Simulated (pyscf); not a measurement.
**Addition across a multiple bond or ene-type step: H₂C=S + hydrogen (H₂) -> H₃C–SH**

Gas phase, singlet surface, charge 0. Bonds broken: H5–H6. Bonds formed: C1–H6, S2–H5. Structures and frequencies: ωB97X-D3(BJ)/def2-SVP in PySCF.

Transition state (Å):

```xyz
6

C      0.1636     0.5671    -0.0549
S      1.6997     0.6627    -0.8979
H      0.1332     0.8176     1.0175
H     -0.7521     0.8644    -0.5904
H      0.3849    -0.6785    -0.2160
H     -0.4070    -0.7187     0.2234
```

One imaginary mode, 1493i cm⁻¹; descent along it reached the two sides named, in the forms told below.

```json
[
 {"bond": "H5–H6", "change": "breaks", "reactant side (Å)": "0.759", "saddle": "0.907", "product side": "2.403"},
 {"bond": "C1–H6", "change": "forms", "reactant side (Å)": "4.1", "saddle": "1.434", "product side": "1.098"},
 {"bond": "S2–H5", "change": "forms", "reactant side (Å)": "3.1", "saddle": "1.998", "product side": "1.345"}
]
```

Electronic energies relative to the separated reactants (kcal/mol):

```
level                   barrier  reaction energy  reverse barrier
----------------------  -------  ---------------  ---------------
ωB97X-D3(BJ)/def2-TZVP     47.6            -43.6             91.2
PBE/def2-TZVP              41.5            -40.2             81.7
r²SCAN/def2-TZVP           43.2            -41.8             85.0
B3LYP-D3(BJ)/def2-TZVP     47.6            -39.4             87.0
PBE0-D3(BJ)/def2-TZVP      41.7            -44.7             86.4
M06-2X/def2-TZVP           47.4            -40.7             88.1
ωB97M-D3(BJ)/def2-TZVP     47.8            -41.4             89.2
HF/def2-TZVP               56.4            -41.6             98.0
```

With ωB97M-D3(BJ)/def2-TZVP energies and thermal terms (ideal gas, 1 atm, RRHO with modes under 100 cm⁻¹ raised to 100, one conformer, R ln 2 for chiral ones without a mode under 150 cm⁻¹), in kcal/mol:

```csv
T (K),ΔH‡,ΔG‡,ΔH,ΔG
298,49.7,57.8,-35.9,-28.2
600,48.6,66.6,-36.7,-20.0
900,48.3,75.7,-36.8,-11.6
1200,48.3,84.8,-36.5,-3.3
```

On the product side the descent ends in a point that may be a rotor saddle (no frequency run), 1.2 kcal/mol over the lowest minimum found and 89.9 kcal/mol under the saddle at ωB97X-D3(BJ)/def2-TZVP. At the saddle there is also a short C–H contact that neither side keeps. From the product side, CH₃• + SH• lies, by one bond made or cut, 9.2 kcal/mol under this saddle at ωB97M-D3(BJ)/def2-TZVP. This saddle turned up in a search for another step; its sides and bond changes are read from the two ends of the descent. This is the saddle that the search found; another between the same sides may lie lower.
